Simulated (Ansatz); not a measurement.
Results of r²SCAN (plane waves, PAW; Ansatz, a quantum-chemistry and plane-wave program) for SrFZnSb (P4/nmm, No. 129; cell taken from a computed entry).

Settings: plane-wave cutoff 560 eV, 14×14×6 k mesh (along the axes of the cell as run), Fermi–Dirac smearing 0.05 eV, scalar-relativistic PAW data made under PBE.

Cell (relaxed with PBEsol):

```
CELL_PARAMETERS angstrom
      4.25850     0.00000     0.00000
      0.00000     4.25850     0.00000
      0.00000     0.00000     9.34680
ATOMIC_POSITIONS crystal
  Sr 0.00000 0.50000 0.86077
  Sr 0.50000 0.00000 0.13923
  Zn 0.50000 0.50000 0.50000
  Zn 0.00000 0.00000 0.50000
  Sb 0.00000 0.50000 0.32049
  Sb 0.50000 0.00000 0.67951
  F  0.50000 0.50000 0.00000
  F  0.00000 0.00000 0.00000
```

Task: Estimate the band gap that the calculation returns.

Result: 
band gap: 0.20 eV (on the SCF k mesh)

Note: cell and atoms aren't relaxed at this level (largest force component 0.03 eV/Å, pressure 1.6 GPa).

Spin–orbit coupling is not included; it can close the smallest gap of 0.20 eV.
